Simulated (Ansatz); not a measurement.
Two isomers of C5H10O: A = `C1CCOCC1`, B = `CC(C)(C)C=O`.

Computed with Ansatz on PBE0-D4/def2-TZVP structures; ΔE is electronic, products minus reactants. CBS: MP2 limit from def2 TZ/QZ plus the TZ coupled-cluster correction, frozen cores. DFT in def2-TZVPP. B3LYP here is the variant with VWN-RPA as its local correlation; programs differ in this.

(1) Which isomer does CCSD(T)/CBS put lower? Give the gap. (Best estimate.)

(2) Give E(B) − E(A) in kcal/mol with B3LYP-D4, B2PLYP, PBE0-D4, CCSD(T)/def2-TZVPP, r2SCAN-D4, B3LYP, MP2/def2-TZVPP. (Best estimate.)

Largest T1 diagnostic: 0.012.

Answers

(1) Ansatz gave: B, by 2.8 kcal/mol.

(2) Computed: B3LYP-D4 -4.0, B2PLYP -4.4, PBE0-D4 0.2, CCSD(T)/def2-TZVPP -3.4, r2SCAN-D4 -2.7, B3LYP -4.2, MP2/def2-TZVPP -3.8. The order is the other way round with PBE0-D4.

From PBE to PBE0 (25 % exact exchange), in def2-TZVPP and without D4, E(B) − E(A) moves by +2.9 kcal/mol.
